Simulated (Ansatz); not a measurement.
# AlH4: the cost of one run

Program: Ansatz 0.2.0, Gaussian basis. Level of theory: def2-QZVPP, core rule «outside noble gas», up to 5 orbitals frozen. These are calculated values, not measurements.

The runs, in order: UHF; ROHF; CCSD(T) on UHF.

2 further runs of the same task are left out: 2 set aside as unsound or not needed.

## (1) The geometry

The geometry is a PBE0/def2-TZVP stationary point (not a proven minimum) of the parent state, kept for this charge and spin.

5 atoms, charge 0, spin multiplicity 4.

Atoms are counted from 1 here; the program's logs count them from 0.

Bond lengths: Al1–H4 1.595 Å, Al1–H5 1.595 Å, H2–H3 0.766 Å. Angles: H4–Al1–H5 120.0°.

## (2) UHF

The input, in.yaml:

```yaml
crystal:
  periodic: [false, false, false]
  atoms:
    - {symbol: Al, position_ang: [-0.059867, 0.000147, -0.132768]}
    - {symbol: H, position_ang: [0.448722, 0.001802, 1.985772]}
    - {symbol: H, position_ang: [-0.317066, -0.008906, 1.956389]}
    - {symbol: H, position_ang: [0.733301, 1.383310, -0.188797]}
    - {symbol: H, position_ang: [0.737612, -1.380129, -0.199290]}
basis:
  gaussian: {orbitals: "def2-QZVPP.json"}
magnetization: {spin_polarized: true, initial_magnetization: 3}
hamiltonian: {xc: hf}
output: {orbitals: {seedname: orbitals}}
```

Run with:

```bash
> ansatz run in.yaml --threads 1 --pin off --events-out ev --progress --plain --max-ram 2393MiB
```

**Question.** How long does this run take on 1 thread of Arm Neoverse V1, shared host, and how much memory does it need?

About 12 s, with a peak of 0.32 GiB.
